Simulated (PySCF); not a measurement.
Species: C₃H₃ClN₂.
Structure used (GFN2-xTB), in Å, numbered top down from 1:
```xyz
9
C3H3ClN2 angstrom
Cl     2.8044   -0.2645    0.3680
C      1.1196   -0.2106    0.1665
C      0.3433    0.9189   -0.1529
C     -0.9419    0.4361   -0.1985
N     -0.8738   -0.8807    0.0794
N      0.3720   -1.2898    0.3038
H      0.6889    1.9164   -0.3188
H     -1.8710    0.9268   -0.4036
H     -1.6279   -1.5467    0.1308
```

Level of theory: TDDFT PBE0/def2-SVPD, vertical, gas phase, core orbitals frozen in the response in PySCF 2.14.0, density-fitted response routines.

Transition dipole moments from the ground state, in atomic units and in the frame of the coordinates above (overall signs are arbitrary), for the states with f of 0.002 or more among the lowest 6:

```
state  E (eV)      μx      μy      μz
   S1   6.462  -0.538  -0.298   0.001
   S3   6.981   0.021  -0.038  -0.183
   S5   7.041  -0.245   0.419  -0.114
   S6   7.249   0.018  -0.035  -0.177
```

(1) What oscillator strength does each state have?

(2) The point group is Cs. Which irreducible representation does each state belong to?

(3) Which bond between heavy atoms lies closest to the direction of the S1 transition dipole?

(4) What angle do the transition dipoles of S1 and S5 make?

(5) How is the summed strength of these states shared among x, y and z?

(6) What peak molar absorption coefficient would the strongest computed level give as a lone Gaussian band 0.4 eV wide at half height?

## Answers

(1) f = (2/3) ΔE |μ|² with ΔE in hartree (27.2114 eV).

```csv
state,|μ|² (au),|μ| (D),f
S1,0.378,1.56,0.060
S3,0.035,0.48,0.006
S5,0.249,1.27,0.043
S6,0.033,0.46,0.006
```

(2) From a totally symmetric ground state, an allowed state transforms like the component of the dipole operator along its μ. Polarised normal to the mirror plane, so A″: S3 and S6. Polarised in the mirror plane, so A′: S1 and S5.

(3) C3–C4, at 9° from it; next C2–N6 at 27°.

(4) |cos θ| = |μa·μb| / (|μa| |μb|) = 0.02, so θ ≈ 89° (taken between 0 and 90°, since the signs are arbitrary).

(5) (2/3) Σ ΔE μα² gives 0.056 for x, 0.045 for y and 0.013 for z, 0.115 in all.

(6) ε(max) = 2.175×10⁸ f / FWHM, with the width in cm⁻¹. S1: 2.175×10⁸ × 0.0599 / 3226 ≈ 4000 L mol⁻¹ cm⁻¹.
